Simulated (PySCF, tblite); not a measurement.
# C2HClF4: bond homolysis, part 2 of 3

tblite 0.8.0 and PySCF 2.14.0. Atoms count from 0. The steps go on from the part before.

### 13 Single point (CHF2 radical): M06-2X/def2-TZVP

Geometry: PBE0-D3(BJ)/def2-SVP.

What the job is given:

```
{"job": {"kind": "sp", "xc": "M06-2X", "basis": "def2-TZVP", "grid": 3}, "charge": 0, "multiplicity": 2}
F      0.764550     1.291312     0.839657
C     -0.108490     0.863739    -0.048321
F     -1.347632     1.100756     0.330142
H      0.115152     1.166051    -1.082361
```

What it wrote:

```text
coarse grid: 18256 points
cycle   1  E = -238.2653920337  dE =  3.843e-01  |g| = 4.279e-01  |ddm| = 1.219e+00
cycle   2  E = -238.2585278836  dE =  6.864e-03  |g| = 5.011e-01  |ddm| = 4.725e-01
cycle   3  E = -238.3336387886  dE = -7.511e-02  |g| = 3.936e-02  |ddm| = 1.976e-01
cycle   4  E = -238.3343746306  dE = -7.358e-04  |g| = 1.377e-02  |ddm| = 3.092e-02
cycle   5  E = -238.3345763388  dE = -2.017e-04  |g| = 4.448e-03  |ddm| = 2.719e-02
cycle   6  E = -238.3346061368  dE = -2.980e-05  |g| = 1.433e-03  |ddm| = 8.821e-03
cycle   7  E = -238.3346091345  dE = -2.998e-06  |g| = 3.854e-04  |ddm| = 2.982e-03
final grid: 52456 points
cycle   8  E = -238.3348799894  dE = -4.102e-06  |g| = 1.289e-03  |ddm| = 3.392e-03
cycle   9  E = -238.3348800933  dE = -1.039e-07  |g| = 1.232e-03  |ddm| = 1.019e-03
cycle  10  E = -238.3348804797  dE = -3.863e-07  |g| = 1.589e-04  |ddm| = 4.905e-04
cycle  11  E = -238.3348804929  dE = -1.324e-08  |g| = 6.106e-05  |ddm| = 1.350e-04
cycle  12  E = -238.3348804956  dE = -2.685e-09  |g| = 1.833e-05  |ddm| = 5.907e-05
converged SCF energy = -238.3348804956
```

Run time: 7.2 s. Hardware: 1 thread of Arm Neoverse N1, shared host.

### 14 Single point (CClF₂ radical): M06-2X/def2-TZVP

Geometry: PBE0-D3(BJ)/def2-SVP.

What the job is given:

```
{"job": {"kind": "sp", "xc": "M06-2X", "basis": "def2-TZVP", "grid": 3}, "charge": 0, "multiplicity": 2}
C      0.002693    -0.849459     0.058658
F     -1.040348    -1.521573    -0.365164
F      0.603490    -0.245983    -0.937587
Cl     1.067542    -1.768908     1.064218
```

What it wrote:

```text
coarse grid: 22096 points
cycle   1  E = -697.8237248915  dE =  6.865e-01  |g| = 5.236e-01  |ddm| = 1.433e+00
cycle   2  E = -697.7802436150  dE =  4.348e-02  |g| = 6.778e-01  |ddm| = 7.548e-01
cycle   3  E = -697.9369683809  dE = -1.567e-01  |g| = 3.686e-02  |ddm| = 3.158e-01
cycle   4  E = -697.9379326592  dE = -9.643e-04  |g| = 1.733e-02  |ddm| = 5.142e-02
cycle   5  E = -697.9382185804  dE = -2.859e-04  |g| = 8.308e-03  |ddm| = 3.631e-02
cycle   6  E = -697.9382891969  dE = -7.062e-05  |g| = 3.466e-03  |ddm| = 1.485e-02
cycle   7  E = -697.9383068636  dE = -1.767e-05  |g| = 7.777e-04  |ddm| = 9.405e-03
cycle   8  E = -697.9383079700  dE = -1.106e-06  |g| = 2.620e-04  |ddm| = 1.884e-03
final grid: 61528 points
cycle   9  E = -697.9395901378  dE = -6.948e-06  |g| = 1.710e-03  |ddm| = 6.284e-03
cycle  10  E = -697.9395905945  dE = -4.567e-07  |g| = 1.125e-03  |ddm| = 1.729e-03
cycle  11  E = -697.9395909027  dE = -3.082e-07  |g| = 2.506e-04  |ddm| = 6.779e-04
cycle  12  E = -697.9395909247  dE = -2.193e-08  |g| = 6.143e-05  |ddm| = 1.428e-04
cycle  13  E = -697.9395909284  dE = -3.762e-09  |g| = 1.990e-05  |ddm| = 7.659e-05
converged SCF energy = -697.9395909284
```

It took 14 s on 1 thread of Arm Neoverse N1, shared host.

### 15 Relaxing the molecule with GFN2-xTB

This step treats C2ClF4 radical, labelled `F[C](F)C(F)(F)Cl` (the label fixes atoms and charge, not where charge and spin sit).

What the job is given:

```
{"job": {"kind": "relax", "xc": "GFN2-xTB", "basis": "xTB"}, "charge": 0, "multiplicity": 2}
F      0.757700     1.324200     0.849500
C     -0.111400     0.802800    -0.056600
F     -1.339300     1.103600     0.311700
C      0.028100    -0.720400    -0.026500
F     -0.273300    -1.204700     1.210500
F     -0.836100    -1.253000    -0.894600
Cl     1.678500    -1.202200    -0.452200
```

What it wrote:

```text
step      E/eV     max force
  0    -752.52052    2.016
  1    -752.58998    1.122
  2    -752.63619    0.653
  3    -752.65259    0.450
  4    -752.66462    0.483
  5    -752.67664    0.417
  6    -752.68866    0.355
  7    -752.69767    0.306
  8    -752.70363    0.237
  9    -752.70688    0.171
 10    -752.70897    0.135
 11    -752.71088    0.151
 12    -752.71280    0.142
 13    -752.71417    0.101
 14    -752.71469    0.046
 15    -752.71482    0.031
 16    -752.71487    0.023
 17    -752.71492    0.019
 18    -752.71496    0.019
 19    -752.71499    0.018
 20    -752.71503    0.020
 21    -752.71506    0.022
 22    -752.71510    0.019
 23    -752.71512    0.011
 24    -752.71513    0.009
```

Wall time 0.16 s (1 thread of Arm Neoverse N1, shared host).

Along the way:

```tsv
step	energy from step 0 (eV)	largest force (eV/Å)
0	0.0000	2.0161
1	-0.0695	1.1220
2	-0.1157	0.6532
3	-0.1321	0.4505
4	-0.1441	0.4830
5	-0.1561	0.4174
6	-0.1681	0.3546
7	-0.1771	0.3062
8	-0.1831	0.2374
9	-0.1864	0.1714
10	-0.1884	0.1349
11	-0.1904	0.1508
12	-0.1923	0.1422
13	-0.1936	0.1014
14	-0.1942	0.0459
15	-0.1943	0.0315
16	-0.1943	0.0230
17	-0.1944	0.0193
18	-0.1944	0.0188
19	-0.1945	0.0178
20	-0.1945	0.0203
21	-0.1945	0.0224
22	-0.1946	0.0190
23	-0.1946	0.0107
24	-0.1946	0.0090
```

Close pairs (by a distance rule), those that changed most:

```tsv
bond	before (Å)	after (Å)	change (Å)
F0–C1	1.359	1.323	-0.037
C1–C3	1.530	1.500	-0.030
C3–Cl6	1.771	1.782	+0.011
C1–F2	1.317	1.325	+0.008
C3–F4	1.362	1.357	-0.005
C3–F5	1.336	1.339	+0.003
```

The next job starts from the end point, and lists it.

### 16 Harmonic vibrations with GFN2-xTB

What the job is given:

```
{"job": {"kind": "ir", "xc": "GFN2-xTB", "basis": "xTB"}, "charge": 0, "multiplicity": 2}
F      0.777246     1.420664     0.760131
C     -0.128198     0.737386     0.079367
F     -1.342283     1.239694     0.252454
C      0.018179    -0.753703     0.007661
F     -0.274255    -1.370475     1.180258
F     -0.838094    -1.258812    -0.889215
Cl     1.691510    -1.164581    -0.448776
```

What it wrote:

```text
mode    cm-1     km/mol
  1      22.8      0.04
  2     138.7      2.13
  3     170.0      3.38
  4     286.7      2.34
  5     300.9      1.78
  6     382.4     20.98
  7     409.6      6.30
  8     495.7      9.25
  9     530.3     23.45
 10     678.8     16.15
 11     860.8     95.12
 12     942.7    189.57
 13    1064.7    165.67
 14    1229.6    226.24
 15    1278.5     39.11
ZPE 52.589  H(298)-E 73.964  G(298)-E -33.968 kJ/mol  S 362.00 J/(mol K)
```

Wall time 0.29 s (1 thread of Arm Neoverse N1, shared host).

Which atoms move in the most intense modes:

```tsv
cm⁻¹	km/mol	atoms
382	21.0	F5 32 %, Cl6 24 %, F4 18 %, F0 13 %
530	23.4	F5 33 %, C1 27 %, F4 17 %, C3 12 %
679	16.1	C1 29 %, C3 19 %, F4 18 %, F0 12 %
861	95.1	C3 70 %
943	189.6	C3 68 %, F4 25 %
1065	165.7	C3 63 %, F5 27 %
1230	226.2	C1 70 %, F2 18 %
1278	39.1	C1 65 %, F0 15 %, C3 14 %
```

### 17 Geometry optimisation at PBE0-D3(BJ)/def2-SVP

This step treats C2ClF4 radical, labelled `F[C](F)C(F)(F)Cl` (the label fixes atoms and charge, not where charge and spin sit).

Settings changed since step 16:

```diff
@@ -1,2 +1,2 @@
-{"job": {"kind": "ir", "xc": "GFN2-xTB", "basis": "xTB"}, "charge": 0, "multiplicity": 2}
+{"job": {"xc": "PBE0", "basis": "def2-SVP", "d3": "d3bj", "grid": 1, "kind": "geom"}, "charge": 0, "multiplicity": 2}
 F      0.777246     1.420664     0.760131
```

What it wrote:

```text
step   0  E = -934.58844101  max force = 0.020668
step   1  E = -934.58953970  max force = 0.015729
step   2  E = -934.59036135  max force = 0.010192
step   3  E = -934.59077795  max force = 0.001943
step   4  E = -934.59080551  max force = 0.000359
step   5  E = -934.59081194  max force = 0.000637
step   6  E = -934.59082167  max force = 0.003756
step   7  E = -934.59085337  max force = 0.002949
step   8  E = -934.59086281  max force = 0.000947
step   9  E = -934.59087064  max force = 0.001069
step  10  E = -934.59088355  max force = 0.000410
optimisation converged
```

It took 95 s on 1 thread of Arm Neoverse N1, shared host.

The steps of the relaxation:

```tsv
step	energy from step 0 (eV)	largest force component (eV/Å)
0	0.0000	1.0628
1	-0.0299	0.8088
2	-0.0523	0.5241
3	-0.0636	0.0999
4	-0.0643	0.0185
5	-0.0645	0.0328
6	-0.0648	0.1931
7	-0.0656	0.1516
8	-0.0659	0.0487
9	-0.0661	0.0550
10	-0.0665	0.0211
```

Distances of close pairs at the start and the end, largest changes first:

```tsv
bond	before (Å)	after (Å)	change (Å)
C3–Cl6	1.782	1.763	-0.020
C3–F4	1.357	1.339	-0.017
F0–C1	1.323	1.310	-0.013
C1–F2	1.325	1.313	-0.012
C1–C3	1.500	1.511	+0.012
C3–F5	1.339	1.329	-0.010
```

The final coordinates are the input of the step that follows.

```tsv
at the end point	value
point group (found at 0.08 Å tolerance)	C1
rotational constants (GHz, main isotopes)	3.057, 1.864, 1.493
dipole moment (D)	0.44
⟨S²⟩	0.753
```

### 18 Single point (C2ClF4 radical): M06-2X/def2-TZVP

Geometry: PBE0-D3(BJ)/def2-SVP.

What the job is given:

```
{"job": {"kind": "sp", "xc": "M06-2X", "basis": "def2-TZVP", "grid": 3}, "charge": 0, "multiplicity": 2}
F      0.840391     1.219114     1.011038
C     -0.082823     0.763347     0.201222
F     -1.284591     1.164917     0.544811
C      0.000561    -0.715833    -0.098233
F     -0.216063    -1.437427     1.009264
F     -0.945007    -1.029374    -0.977876
Cl     1.590180    -1.115051    -0.746959
```

What it wrote:

```text
coarse grid: 37880 points
cycle   1  E = -935.5300349523  dE =  1.403e+00  |g| = 7.513e-01  |ddm| = 1.801e+00
cycle   2  E = -935.4010953719  dE =  1.289e-01  |g| = 1.036e+00  |ddm| = 9.543e-01
cycle   3  E = -935.7490598276  dE = -3.480e-01  |g| = 5.340e-02  |ddm| = 4.597e-01
cycle   4  E = -935.7504168656  dE = -1.357e-03  |g| = 2.318e-02  |ddm| = 5.355e-02
cycle   5  E = -935.7507467822  dE = -3.299e-04  |g| = 8.550e-03  |ddm| = 3.242e-02
cycle   6  E = -935.7508042106  dE = -5.743e-05  |g| = 4.220e-03  |ddm| = 1.271e-02
cycle   7  E = -935.7508214823  dE = -1.727e-05  |g| = 1.666e-03  |ddm| = 7.500e-03
cycle   8  E = -935.7508236695  dE = -2.187e-06  |g| = 5.866e-04  |ddm| = 2.800e-03
final grid: 104168 points
cycle   9  E = -935.7524104022  dE = -1.256e-05  |g| = 2.337e-03  |ddm| = 9.785e-03
cycle  10  E = -935.7524111134  dE = -7.112e-07  |g| = 1.753e-03  |ddm| = 2.533e-03
cycle  11  E = -935.7524118876  dE = -7.742e-07  |g| = 4.006e-04  |ddm| = 1.019e-03
cycle  12  E = -935.7524119405  dE = -5.291e-08  |g| = 8.741e-05  |ddm| = 2.404e-04
cycle  13  E = -935.7524119473  dE = -6.762e-09  |g| = 3.262e-05  |ddm| = 1.118e-04
converged SCF energy = -935.7524119473
```

It took 58 s on 1 thread of Arm Neoverse N1, shared host; peak memory 0.75 GiB.

### 19 Geometry optimisation with GFN2-xTB

This step treats C2HClF3 radical, labelled `F[CH]C(F)(F)Cl` (the label fixes atoms and charge, not where charge and spin sit).

What the job is given:

```
{"job": {"kind": "relax", "xc": "GFN2-xTB", "basis": "xTB"}, "charge": 0, "multiplicity": 2}
C     -0.084500     0.788000    -0.038800
F     -1.367500     1.119800     0.285500
C      0.048000    -0.742600    -0.002700
F     -0.272500    -1.186300     1.178600
F     -0.828300    -1.255200    -0.874500
Cl     1.667000    -1.209800    -0.450000
H      0.119600     1.182500    -1.055900
```

What it wrote:

```text
step      E/eV     max force
  0    -637.58377    2.160
  1    -637.71104    1.220
  2    -637.75247    0.556
  3    -637.77787    0.557
  4    -637.80647    0.520
  5    -637.82349    0.530
  6    -637.84220    0.520
  7    -637.86373    0.460
  8    -637.88138    0.357
  9    -637.89075    0.261
 10    -637.89509    0.221
 11    -637.89911    0.211
 12    -637.90376    0.215
 13    -637.90740    0.194
 14    -637.90933    0.139
 15    -637.91078    0.168
 16    -637.91224    0.144
 17    -637.91358    0.154
 18    -637.91442    0.098
 19    -637.91529    0.112
 20    -637.91614    0.150
 21    -637.91737    0.136
 22    -637.91800    0.077
 23    -637.91839    0.074
 24    -637.91872    0.152
 25    -637.91935    0.144
 26    -637.92182    0.213
 27    -637.92493    0.189
 28    -637.93445    0.376
 29    -637.94046    0.727
 30    -637.95271    0.599
 31    -637.92242    1.449
 32    -637.96786    0.293
 33    -637.97119    0.307
 34    -637.98735    0.347
 35    -637.99175    0.556
 36    -638.00919    0.425
 37    -638.01775    0.662
 38    -638.02896    0.418
 39    -638.03193    0.209
 40    -638.03753    0.136
 41    -638.04243    0.332
 42    -638.04442    0.231
 43    -638.04687    0.165
 44    -638.04821    0.118
 45    -638.04989    0.119
 46    -638.05118    0.094
 47    -638.05186    0.054
 48    -638.05220    0.031
 49    -638.05229    0.030
 50    -638.05234    0.039
 51    -638.05241    0.042
 52    -638.05247    0.029
 53    -638.05251    0.022
 54    -638.05253    0.027
 55    -638.05256    0.030
 56    -638.05259    0.024
 57    -638.05261    0.012
 58    -638.05262    0.005
```

Wall time 0.33 s (1 thread of Arm Neoverse N1, shared host).

Along the way: (not every step is listed)

```tsv
step	energy from step 0 (eV)	largest force (eV/Å)
0	0.0000	2.1604
1	-0.1273	1.2201
2	-0.1687	0.5563
3	-0.1941	0.5570
4	-0.2227	0.5203
5	-0.2397	0.5305
6	-0.2584	0.5205
7	-0.2800	0.4601
8	-0.2976	0.3568
12	-0.3200	0.2150
16	-0.3285	0.1443
20	-0.3324	0.1495
24	-0.3350	0.1517
28	-0.3507	0.3757
32	-0.3841	0.2932
36	-0.4254	0.4246
40	-0.4538	0.1360
44	-0.4644	0.1177
48	-0.4684	0.0311
52	-0.4687	0.0292
53	-0.4687	0.0218
54	-0.4688	0.0274
55	-0.4688	0.0296
56	-0.4688	0.0241
57	-0.4688	0.0121
58	-0.4689	0.0052
```

Distances of close pairs at the start and the end, largest changes first:

```tsv
bond	before (Å)	after (Å)	change (Å)
C2–Cl5	1.743	1.876	+0.133
C0–C2	1.537	1.454	-0.082
C0–F1	1.364	1.325	-0.040
C0–H6	1.110	1.077	-0.033
C2–F3	1.302	1.333	+0.031
C2–F4	1.338	1.337	-0.001
```

The next job starts from the end point, and lists it.

### 20 Vibrational analysis with GFN2-xTB

What the job is given:

```
{"job": {"kind": "ir", "xc": "GFN2-xTB", "basis": "xTB"}, "charge": 0, "multiplicity": 2}
C     -0.447438     0.646853    -0.287577
F     -0.381582     1.461811     0.754787
C     -0.127210    -0.757953    -0.090468
F     -0.625674    -1.309263     1.016109
F     -0.508550    -1.509435    -1.128343
Cl     1.734985    -0.952784     0.030072
H     -0.362767     1.117304    -1.252409
```

What it wrote:

```text
mode    cm-1     km/mol
  1      82.3      2.04
  2     177.1      3.22
  3     267.4     14.14
  4     294.7      0.53
  5     348.1      2.62
  6     434.5      7.38
  7     481.5      1.17
  8     539.0     46.02
  9     600.4    147.67
 10     847.4     77.93
 11    1081.9    115.30
 12    1151.9    149.30
 13    1171.2     93.61
 14    1349.8     62.88
 15    3115.2     10.16
ZPE 71.432  H(298)-E 90.884  G(298)-E -11.137 kJ/mol  S 342.18 J/(mol K)
```

Run time: 0.25 s. Hardware: 1 thread of Arm Neoverse N1, shared host.

The strongest bands and the atoms that carry them (share of the mass-weighted mode):

```tsv
cm⁻¹	km/mol	atoms
267	14.1	H6 27 %, F3 25 %, C0 22 %
539	46.0	F4 37 %, C2 26 %, F3 14 %, C0 12 %
600	147.7	C2 41 %, C0 23 %, H6 11 %, F4 10 %
847	77.9	C0 35 %, F3 33 %, C2 12 %
1082	115.3	C2 58 %, F4 18 %, H6 15 %
1152	149.3	H6 28 %, F1 24 %, C2 21 %, C0 21 %
1171	93.6	C2 46 %, H6 40 %
1350	62.9	C0 60 %, C2 19 %, F1 13 %
```

### 21 Geometry optimisation at PBE0-D3(BJ)/def2-SVP

This step treats C₂HClF₃ radical, labelled `F[CH]C(F)(F)Cl` (the label fixes atoms and charge, not where charge and spin sit).

Settings changed since step 20:

```diff
@@ -1,2 +1,2 @@
-{"job": {"kind": "ir", "xc": "GFN2-xTB", "basis": "xTB"}, "charge": 0, "multiplicity": 2}
+{"job": {"xc": "PBE0", "basis": "def2-SVP", "d3": "d3bj", "grid": 1, "kind": "geom"}, "charge": 0, "multiplicity": 2}
 C     -0.447438     0.646853    -0.287577
```

What it wrote:

```text
step   0  E = -835.51559486  max force = 0.028769
step   1  E = -835.51130287  max force = 0.044994
step   2  E = -835.51469692  max force = 0.030467
step   3  E = -835.51764719  max force = 0.019146
step   4  E = -835.51844171  max force = 0.005613
step   5  E = -835.51854888  max force = 0.000849
step   6  E = -835.51855734  max force = 0.000454
step   7  E = -835.51855917  max force = 0.000257
optimisation converged
```

Wall time 54 s (1 thread of Arm Neoverse N1, shared host).

Relaxation path: (the energy doesn't fall at every step)

```tsv
step	energy from step 0 (eV)	largest force component (eV/Å)
0	0.0000	1.4794
1	0.1168	2.3137
2	0.0244	1.5667
3	-0.0558	0.9845
4	-0.0775	0.2886
5	-0.0804	0.0437
6	-0.0806	0.0233
7	-0.0807	0.0132
```

Close pairs (by a distance rule), those that changed most:

```tsv
bond	before (Å)	after (Å)	change (Å)
C2–Cl5	1.876	1.800	-0.076
C0–C2	1.454	1.482	+0.027
C0–H6	1.077	1.093	+0.017
C0–F1	1.325	1.314	-0.011
C2–F4	1.337	1.333	-0.004
C2–F3	1.333	1.332	-0.001
```

Final coordinates:

```xyz
7

C     0.0695    0.7123   -0.2472
F     0.9690    1.1347    0.6124
C    -0.4328   -0.6659   -0.0391
F    -0.8617   -0.8507    1.2085
F    -1.4383   -0.8970   -0.8828
Cl    0.8587   -1.8792   -0.3564
H     0.1110    1.1429   -1.2514
```

```tsv
at the end point	value
point group (found at 0.08 Å tolerance)	C1
rotational constants (GHz, main isotopes)	3.480, 2.546, 2.026
dipole moment (D)	1.59
⟨S²⟩	0.754
```

(Continued in part 3 of 3.)
